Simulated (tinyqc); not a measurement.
Inside a calculation. Method: MP2 on RHF in the sto-3g basis, frozen core, for H2O, spin multiplicity 1. One step of it, computed by the program tinyqc.

Task: Second-order Moller-Plesset energy. E2 = sum_ijab (ia|jb) [2 (ia|jb) - (ib|ja)] / (e_i + e_j - e_a - e_b) over occupied i, j and virtual a, b; the opposite-spin part is (ia|jb)^2 / denominator, the rest is same-spin, and SCS-MP2 scales them by 6/5 and 1/3.

orbital energies (hartree): [-20.265764, -1.180128, -0.520026, -0.409175, -0.383310, 0.398515, 0.530728]

Two-electron integrals over orbitals (pq|rs), unique and non-zero (hartree); the lowest 1 orbital is frozen and left out:
```
(22|22) 0.726325    (32|32) 0.123587    (33|22) 0.597153    (33|33) 0.571306
(42|22) -0.034762   (42|33) 0.003243    (42|42) 0.130216    (43|32) 0.031358
(43|43) 0.058981    (44|22) 0.657433    (44|33) 0.549489    (44|42) -0.089214
(44|44) 0.678869    (52|52) 0.153681    (53|53) 0.024982    (54|52) -0.040416
(54|54) 0.044814    (55|22) 0.759858    (55|33) 0.584800    (55|42) -0.079455
(55|44) 0.678713    (55|55) 0.880159    (62|22) 0.122962    (62|33) 0.057891
(62|42) 0.038685    (62|44) 0.057160    (62|55) 0.132439    (62|62) 0.090278
(63|32) -0.039994   (63|43) -0.044052   (63|63) 0.082074    (64|22) 0.141977
(64|33) 0.048394    (64|42) -0.047002   (64|44) 0.133977    (64|55) 0.161122
(64|62) 0.060491    (64|64) 0.106409    (65|52) 0.048323    (65|54) 0.008342
(65|65) 0.032260    (66|22) 0.575265    (66|33) 0.531864    (66|42) 0.044559
(66|44) 0.533291    (66|55) 0.563085    (66|62) 0.083815    (66|64) 0.054138
(66|66) 0.562757    (72|32) 0.061205    (72|43) -0.025534   (72|63) 0.026020
(72|72) 0.072126    (73|22) 0.179029    (73|33) 0.087496    (73|42) -0.072149
(73|44) 0.140941    (73|55) 0.209643    (73|62) 0.064874    (73|64) 0.107687
(73|66) 0.045589    (73|73) 0.161307    (74|32) -0.067122   (74|43) -0.018828
(74|63) 0.060040    (74|72) -0.017774   (74|74) 0.069687    (75|53) 0.023988
(75|75) 0.025929    (76|32) 0.081660    (76|43) 0.068084    (76|63) -0.072398
(76|72) 0.000337    (76|74) -0.060178   (76|76) 0.113399    (77|22) 0.605154
(77|33) 0.567957    (77|42) -0.022049   (77|44) 0.569707    (77|55) 0.606540
(77|62) 0.058216    (77|64) 0.057822    (77|66) 0.536843    (77|73) 0.103455
(77|77) 0.588699
```

Hartree-Fock energy = -74.89750207 hartree

Give: Terms; Pair energies; MP2 correlation energy; SCS-MP2 correlation energy; MP2 total energy.

Result:

Terms:
```
i  j  a  b  (ia|jb)  (ib|ja)  denominator       term
3  3  7  7   0.1613   0.1613      -2.1015    -0.0124
4  3  6  7   0.1077   0.0600      -1.8584    -0.0090
3  4  7  6   0.1077   0.0600      -1.8584    -0.0090
4  4  6  6   0.1064   0.1064      -1.6154    -0.0070
3  3  6  6   0.0821   0.0821      -1.8371    -0.0037
4  4  7  7   0.0697   0.0697      -1.8798    -0.0026
2  2  6  6   0.0903   0.0903      -3.1573    -0.0026
2  3  6  7   0.0649   0.0260      -2.6294    -0.0026
3  2  7  6   0.0649   0.0260      -2.6294    -0.0026
4  2  6  6   0.0605   0.0605      -2.3863    -0.0015
2  4  6  6   0.0605   0.0605      -2.3863    -0.0015
2  2  7  7   0.0721   0.0721      -3.4217    -0.0015
5  5  6  6   0.0323   0.0323      -1.5636    -0.0007
3  4  6  7   0.0600   0.1077      -1.8584  -4.00e-04
4  3  7  6   0.0600   0.1077      -1.8584  -4.00e-04
5  5  7  7   0.0259   0.0259      -1.8281  -3.68e-04
3  2  6  7   0.0260   0.0649      -2.6294   1.27e-04
2  3  7  6   0.0260   0.0649      -2.6294   1.27e-04
4  2  7  7  -0.0178  -0.0178      -2.6508  -1.19e-04
2  4  7  7  -0.0178  -0.0178      -2.6508  -1.19e-04
```

Pair energies (hartree; pair i-j sums ij and ji):
```
pair  opposite spin  same spin
2-2         -0.0041     0.0000
3-2         -0.0037    -0.0011
3-3         -0.0160     0.0000
4-2         -0.0033     0.0000
4-3         -0.0164    -0.0024
4-4         -0.0096     0.0000
5-5         -0.0010     0.0000
```

MP2 correlation energy = -0.057748 hartree

SCS-MP2 correlation energy = -0.066185 hartree

MP2 total energy = -74.955250 hartree
